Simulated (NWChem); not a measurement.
System: Be cation, doublet

Here is an NWChem input.

```
start job
memory heap 200 mb stack 900 mb global 1100 mb
charge 1
geometry units angstroms noautoz
  Be     0.000000     0.000000     0.000000
end
basis spherical
  Be library def2-svp
end
dft
  odft
  mult 2
  xc b3lyp
  iterations 150
  mulliken
end
task dft energy
```

No stability test was run on the SCF state.

**Question.** Give the results of this calculation. (B3LYP/def2-SVP, spin-unrestricted.) Quantities: energy (Ha); highest occupied level (eV); lowest empty minus highest occupied level, either spin (eV); <S²>.

**Answer.** 
| Quantity | Result |
|---|---|
| energy (Ha) | -14.32 |
| highest occupied level (eV) | -15.11 |
| lowest empty minus highest occupied level, either spin (eV) | 3.64 |
| <S²> | 0.750 |
